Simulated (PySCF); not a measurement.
Species: BH₆P.
Structure used (PBE0-D3(BJ)/def2-SVP), in Å, numbered top down from 1:
```
atom  x, y, z in Å
B1    -1.1449   -0.0619   -0.0187
P2     0.7729    0.0431    0.0104
H3    -1.4953    0.8266    0.7410
H4    -1.4276    0.1318   -1.1900
H5    -1.3799   -1.1914    0.3794
H6     1.4339   -0.1406    1.2499
H7     1.5045   -0.8732   -0.7849
H8     1.3816    1.2534   -0.4044
```

Method: core-valence-separated Tamm–Dancoff BHandHLYP/aug-pcX-1 (pcseg-1 on H, def2-SVPD on P) in PySCF, non-relativistic, gas phase, PBE0-D3(BJ)/def2-SVP geometry. The energies are unshifted.

The lowest roots of each edge with f over 0.003 (five at most, numbered afresh; weaker and dark ones are left out), with transition dipoles (au) in the frame of the coordinates:

| root | edge | E (eV) | f | μx | μy | μz |
| --- | --- | --- | --- | --- | --- | --- |
| 1 | B | 188.35 | 0.0428 | -0.0961 | -0.0052 | -0.0015 |
| 2 | B | 189.83 | 0.0164 | -0.0020 | 0.0219 | 0.0551 |
| 3 | B | 189.83 | 0.0164 | 0.0027 | -0.0550 | 0.0220 |
| 4 | B | 190.30 | 0.0193 | -0.0642 | -0.0035 | -0.0010 |

Task: Molecules are fixed in this frame and the field points along y. What effective strengths 3 f cos²θ do the roots have (θ between field and μ)?

Result: root 1 (B1): 0.000, root 2 (B1): 0.007, root 3 (B1): 0.042, root 4 (B1): 0.000. Root 3 is the strongest. Averaged over all orientations cos²θ is 1/3, which gives f back. For degenerate partners only the sum has meaning, as the program may mix them freely.

